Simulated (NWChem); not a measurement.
## Predicting a hybrid from its neighbours: C2H5N (aziridine)

The species is C2H5N (8 atoms), meant as a singlet with charge 0. SMILES: `C1CN1`. Geometry: relaxed at PBE0-D4/def2-TZVP.

The HOMO–LUMO gap y, in eV, basis def2-SVPD; a is the functional's share of exact exchange. Programs: NWChem 7.3.0.

| functional | program | a | y (eV) |
| --- | --- | --- | --- |
| r2SCAN | NWChem | 0 | 7.09 |
| TPSS | NWChem | 0 | 6.27 |
| B3LYP | NWChem | 0.2 | ? |
| PBE0 | NWChem | 0.25 | 8.17 |
| BHLYP | NWChem | 0.5 | 10.01 |

Q: Fit y = c + s·a to the known rows and predict B3LYP.

A: 
1. Means of the 4 rows: a = 0.1875, y = 7.885.
2. Σ(Δa)² = 0.17188, Σ(Δa·Δy) = 1.1338, so the slope is 1.1338/0.17188 = 6.5965.
3. Intercept: 7.885 − (6.5965) × 0.1875 = 6.648. The largest residual of the fit is 0.44.
4. B3LYP: 6.648 + (6.5965) × 0.2 = 7.97 eV.

The run gave 7.59 eV, so the prediction is off by +0.38 eV, within the scatter of the fit. Exact exchange lowers occupied levels and raises empty ones. The rows mix families of semi-local functionals, which the line can't see.
